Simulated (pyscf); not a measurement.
A first-order saddle from PySCF, ωB97X-D3(BJ)/def2-SVP:

```
Si
F 1 1.6710
Si 1 2.3328 2 108.43
H 3 1.4931 1 111.91 2 59.08
H 3 1.4933 4 108.83 1 123.36
H 3 1.4955 4 108.60 5 118.03
Si 1 2.3366 2 106.28 3 116.58
H 7 1.4928 1 113.19 2 -56.62
H 7 1.4949 8 108.90 1 121.45
H 7 1.4986 8 108.09 9 116.86
Si 1 2.3815 2 104.01 7 117.22
H 11 1.4864 1 103.05 2 78.60
H 11 1.4892 12 119.28 1 -112.74
N 11 1.8923 12 113.67 13 -151.05
H 14 1.0231 11 114.67 12 -179.68
H 14 1.0249 15 109.06 11 -131.75
H 14 1.2175 15 112.60 16 -144.41
H 17 1.1513 14 135.92 15 -101.49
```

Surface: singlet, charge 0. Lowest wavenumbers (cm⁻¹): 1525i, 44, 67, 77, 88.

Problem. Which two sides does it connect, and which bonds change?

Solution. F–Si(SiH₃)(SiH₃)–SiH₃ + NH₃ <-> H₂N–SiH₂–Si(F)(SiH₃)–SiH₃ + H₂, a four-centre exchange read from left to right: H–Si, H–N broken and N–Si, H–H formed. At ωB97M-D3(BJ)/def2-TZVP it lies +1.82 eV from the left side and +2.01 eV from the right (each side as separated species at their lowest minima found). On the reactant side the descent ends in a complex (not fully relaxed), 0.27 eV under the separated species and 2.11 eV under the saddle at ωB97X-D3(BJ)/def2-TZVP. At the saddle there is also a short H–Si contact that neither side keeps. One saddle was located; it need not be the lowest between these sides.
